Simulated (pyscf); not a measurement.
Optimised with ωB97X-D3(BJ)/def2-SVP in PySCF.

Problem. Estimate the classical barrier height and the reaction energy of H₂C=CH–C(=CH₂)–CH₃ + H₂C=CH–CH=CH₂ → cyclic C₉H₁₄ (SMILES C=C(C)C1CC=CCC1) at ωB97M-D3(BJ)/def2-TZVP. The step runs on the singlet surface, breaks none and forms C–C, C–C; take the separated reactants as zero.

Solution. ΔE‡ = 1.75 eV, ΔE = -1.77 eV. Zero-point energy shifts the barrier by +0.08 eV. It is a cycloaddition, with an imaginary mode of 671i cm⁻¹. On the product side the descent ends in another minimum, of other shape or electronic state, 2.46 eV over the lowest minimum found and 1.27 eV under the saddle at ωB97X-D3(BJ). H₂C=CH–C(=CH₂)–CH₃ lies 0.52 eV over its isomer cyclic C₅H₈ (SMILES C1=CCCC1) (electronic energy, ωB97M-D3(BJ)). This is the saddle that the search found; another between the same sides may lie lower.
